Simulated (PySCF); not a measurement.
## Computed properties of propene (C3H6), SMILES C=CC

C3H6, SMILES CC=C. Geometry: r2SCAN-D4/def2-TZVP. Other conformers were not sampled. All values are computed for the isolated molecule unless a solvent is named; none is compared with measurement here.

**Structure.** The optimised structure has Cs symmetry. All 21 harmonic modes at r2SCAN-D4/def2-TZVP (PySCF) are real, so it is a minimum. With heavy atoms numbered as in [CH3:1][CH:2]=[CH2:3], the shortest bond between them is C2–C3 at 1.329 Å and the longest C1–C2 at 1.492 Å.

**Vibrations.** The strongest infrared lines (harmonic, unscaled, degenerate partners summed) lie at 927 cm⁻¹ (49 km/mol, H 73 %, C 27 %), 3127 cm⁻¹ (39 km/mol, H 93 %), 3018 cm⁻¹ (25 km/mol, H 97 %). The softest mode is at 211 cm⁻¹ and the zero-point energy is 49.8 kcal/mol.

**Electronic structure.** M06-2X/def2-TZVPD (PySCF) places the frontier levels at -8.59 and 0.68 eV, a gap of 9.27 eV, and gives a dipole moment of 0.40 D and a mean polarisability of 39.5 bohr³. PBE/def2-TZVPD (PySCF) at the same geometry gives -6.25 and -0.67 eV, so its gap is 3.69 eV narrower. An orbital gap is neither the optical nor the fundamental gap.

**Excitations.** TDDFT-CAM-B3LYP/def2-SVPD (PySCF) has S1 at 7.22 eV (172 nm, f = 0.022, weak); the most intense of the 10 singlets computed lies at 7.54 eV (f = 0.41). T1 (TDA) is at 4.41 eV. TDDFT-PBE/def2-SVPD (PySCF) puts S1 at 6.65 eV. No vertical singlet excitation falls in the visible range (under 3.1 eV).

**NMR.** GIAO shifts at PBE0/pcSseg-1 (PySCF) (non-relativistic, atoms alike by connectivity averaged): ¹³C from 23.3 to 144.0 ppm against TMS; ¹H from 1.9 to 6.1 ppm against TMS.

**Solvation.** SMD-B3LYP/def2-SVP (PySCF) gives 1.6 kcal/mol in water, -0.4 kcal/mol in dimethylsulfoxide, -1.6 kcal/mol in ethylethanoate (1 M in both phases, gas-phase geometry); of these solvents ethylethanoate holds the molecule best.
